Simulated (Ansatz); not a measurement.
System: rock-salt PbSe. Method: G0W0@HSE06 in Ansatz (plane waves, hard PAW, contour deformation).

The same calculation (at the measured cell, 28.709 Å³/atom) with different numerical settings; throughout: response cutoff 100 eV, empty bands 240:

| run | k mesh | quasiparticle gap on the mesh (eV) | quasiparticle gap at Γ (eV) | rough time |
|---|---|---|---|---|
| 1 | 4×4×4 | 0.605 | 7.387 | 3 core-min |
| 2 | 6×6×6 | 0.653 | 7.441 | 10 core-min |
| 3 | 8×8×8 | ? | ? | 50 core-min |

Task: What belongs in the gaps?

Result: 
- 3, quasiparticle gap on the mesh (eV): 0.664
- 3, quasiparticle gap at Γ (eV): 7.454

In the column quasiparticle gap at Γ (eV) the first row differs from the last by -0.067 and the next to last by -0.013.

The last row is no converged limit: other settings stay fixed.

Spin–orbit coupling is not included.

Note: filled d or f shells below the valence bands can shift G0W0 gaps through exchange with them, which wasn't tested here. Note: GW on a hybrid start was not checked against another program.

Ansatz is a quantum-chemistry and plane-wave program.
